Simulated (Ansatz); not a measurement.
bcc Cs, treated with HSE06 (Ansatz, a quantum-chemistry and plane-wave program, PAW).

Settings: plane-wave cutoff 500 eV, 6×6×6 k mesh, Fermi–Dirac smearing 0.1 eV, scalar-relativistic PAW data made under PBE.

Computed at the level's own relaxed cell.

Task: Estimate the equilibrium volume per atom and equilibrium lattice constant a that the calculation returns.

Result: 
* **equilibrium volume per atom**: 123.17 Å³/atom
* **equilibrium lattice constant a**: 6.269 Å

Measured, for comparison: equilibrium volume per atom 110.12 Å³/atom, lattice constant a 6.039 Å (low-temperature or extrapolated to 0 K; zero-point anharmonic expansion removed; as tabulated in Csonka et al. (2009), arXiv:0903.4037). Computed (rounded) less measured: equilibrium volume per atom +11.9 %, lattice constant a +3.8 %.

Note: exact exchange on metals is sensitive to the k mesh and can open a false gap; the run warned that the count of filled bands differs between k points.

Spin–orbit coupling is not included.

The computed numbers hold no vibrational or temperature effects.

Computing time: around 5 core-minutes (rough).
